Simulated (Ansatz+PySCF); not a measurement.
A calculation with PySCF 2.14.0.

```python
from pyscf import gto, scf, mp

mol = gto.M(atom="""
C 0.000000 0.000000 0.587720
C 0.000000 1.266860 -0.260190
C 0.000000 -1.266860 -0.260190
H -0.876900 0.000000 1.244710
H 0.876900 0.000000 1.244710
H 0.000000 2.166150 0.362070
H 0.000000 -2.166150 0.362070
H 0.883620 1.304230 -0.904410
H -0.883620 1.304230 -0.904410
H -0.883620 -1.304230 -0.904410
H 0.883620 -1.304230 -0.904410
""", basis='cc-pvtz', charge=1, spin=1)
mf = scf.UHF(mol)
mf.kernel()
pt = mp.MP2(mf, frozen=3).run()
print(mf.e_tot, pt.e_corr, pt.e_tot)
```

The script is written out from the run's settings.

Output:

```
Converged                       : yes
Reference energy                : -117.87959 hartree
Correlation energy              : -0.52302 hartree
Total energy                    : -118.40262 hartree
Spin squared of the determinant : 0.768
```

Messages of the program:
```
WARN: HOMO -0.357335556598675 >= LUMO -0.357335556598675
WARN: HOMO -0.357335556598675 >= LUMO -0.357335556598675
```

This is not the lowest solution: another run reaches a determinant 0.35 eV lower. Caution: MP2 on this radical cation hangs on the determinant chosen.
